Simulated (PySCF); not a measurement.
# C4H11P: calculation and literature

Mapped SMILES: `[CH2:1]=[P:2]([CH3:3])([CH3:4])[CH3:5]`. Each H is labelled by its parent atom.

Measured values that the calculation should reproduce: δ $^{13}$C C3/C4/C5 19.7; C1 -1.5 ppm (measured; solution; E. Pretsch, P. Bühlmann, M. Badertscher, Structure Determination of Organic Compounds, 4th ed., Springer 2009).

How the numbers were obtained: GFN2-xTB geometry, NMR shieldings at PBE0/pcSseg-1/GIAO, in PySCF (a single conformation, isolated molecule, no relativistic terms, one averaged value for each set of equivalent atoms).

Problem. Set the calculated values beside the experiment.

Solution. 
Reference values: measured (solution; E. Pretsch, P. Bühlmann, M. Badertscher, Structure Determination of Organic Compounds, 4th ed., Springer 2009).
```
   atoms    quantity  reference  computed  computed, scaled
C3/C4/C5  δ $^{13}$C       19.7      22.5              19.8
      C1  δ $^{13}$C       -1.5      -0.1              -2.2
```

Computed shifts are σ(ref) − σ with the named reference compound (TMS for H and C) calculated as an isolated molecule at the same level. The measured values may be among those fitted. Shieldings were converted by linear fits to measured shifts (mostly CDCl3, TMS scale, for H and C): $^{13}$C: δ = 179.97 − 0.974σ (rms 2.1 ppm, 958 shifts, 2.3 ppm with the 13 outliers that the fit left out). Occasional misses reach two or three times the rms, and more in compound classes unlike the fitted ones.

Problem. How far are the unscaled $^{13}$C shifts from the references?

Solution. Mean signed difference +2.10 ppm, mean absolute 2.10 ppm over 2 comparisons; the largest is +2.8 ppm at C3/C4/C5 (methyl carbon bonded to P).
